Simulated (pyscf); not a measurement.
`[NH2][Ti]([OH])([Cl])[Cl]` → `[O]=[Ti]([Cl])[Cl]` + `[NH3]`, an elimination (singlet surface; H–O, N–Ti broken, H–N formed). Optimised with ωB97X-D3(BJ)/def2-SVP in PySCF. Energies in kcal/mol from the reactant's lowest minimum found.

AM1 to PM7: differences of heats of formation from MOPAC, which are fitted to 298 K values and so differ in kind from electronic energies by zero-point and thermal terms. 

Quick PM7 single points give ΔE‡ = 70.6 kcal/mol and ΔE = +71.1 kcal/mol. What does ωB97M-D3(BJ)/def2-TZVP give, and how far is the quick result from it?

ωB97M-D3(BJ)/def2-TZVP gives ΔE‡ = 30.6 kcal/mol and ΔE = +37.8 kcal/mol. PM7 lies 40.1 kcal/mol over it in the barrier and 33.3 kcal/mol over it in the reaction energy, so on this step it does not hold to within 3.0 kcal/mol. ωB97M-D3(BJ)/def2-TZVP has limits of its own. On the reactant side the descent ends in a point that may be a rotor saddle (no frequency run), 2.0 kcal/mol over the lowest minimum found and 28.5 kcal/mol under the saddle at ωB97X-D3(BJ)/def2-TZVP. On the product side the descent ends in an adduct with a N–Ti contact, 46.5 kcal/mol under the separated species and 37.5 kcal/mol under the saddle at ωB97X-D3(BJ)/def2-TZVP. At ωB97M-D3(BJ) the saddle lies under the separated products, which points to a path from their complex (located at ωB97X-D3(BJ) alone), and parting the products costs more than the saddle. What is counted as broken (N–Ti) persists as a longer contact in the product adduct; parting that adduct is a step of its own. At the saddle there is also a short H–Ti contact that neither side keeps. This is the saddle that the search found; another between the same sides may lie lower.
